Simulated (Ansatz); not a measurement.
# P2, singlet: reading a ladder of total energies

Geometry: MP2(full)/6-31G*, from the G2/97 set.

```
atom   x (Å)   y (Å)   z (Å)
   P  0.0000  0.0000  0.0000
   P  0.0000  0.0000  1.9323
```

Basis cc-pV(D+d)Z; Ansatz 0.2.0. Correlated methods freeze the noble-gas cores, which leaves 10 electrons in 36 orbitals. R marks a restricted (for open shells ROHF) determinant.

Full CI isn't at hand for all of this; RCCSDTQ serves as the reference, and is uncertain by about the last step of the cluster series.

Runs differ by some tens of microhartree through their thresholds, so steps under 0.03 kcal/mol mean nothing.

| level | total energy (hartree) |
| --- | --- |
| RHF | -681.468567 |
| RMP2 | -681.700245 |
| RCCSD | -681.718484 |
| RCCSD(T) | -681.733876 |
| RCCSDT | -681.734334 |
| RCCSDT(Q) | -681.736354 |
| RCCSDTQ | -681.736211 |

Q: What is the correlation energy at RCCSDTQ, and what share of it do RMP2 and RCCSD recover?

A: E(corr) = -681.736211 − (-681.468567) = -0.267644 hartree = -7.283 eV. RMP2: -0.231678 / -0.267644 = 86.56 %. RCCSD: -0.249917 / -0.267644 = 93.38 %.

Q: By how many kcal/mol does RCCSD(T) miss RCCSDTQ (1 hartree = 627.509 kcal/mol), and which steps make up the rest?

A: -681.733876 − (-681.736211) = 0.002335 hartree = 1.47 kcal/mol. Steps: RCCSDT − RCCSD(T) = -0.29, RCCSDT(Q) − RCCSDT = -1.27, RCCSDTQ − RCCSDT(Q) = 0.09 kcal/mol. Differences between like states or geometries often cancel part of this.
